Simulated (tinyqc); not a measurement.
RHF in the sto-6g basis, for H2O, spin multiplicity 1, step by step. One step of it, computed by the program tinyqc.

Problem. Iteration 2: DIIS coefficients. Solve [B -1; -1 0][c; lambda] = [0; -1] for the coefficients, which sum to one.

B (overlaps of the stored error matrices):
```
                1               2
1   1.7671192e+00  -1.1673194e+00
2  -1.1673194e+00   1.4087769e+00
```

Give: DIIS coefficients.

Solution.

DIIS coefficients: 0.4675  0.5325
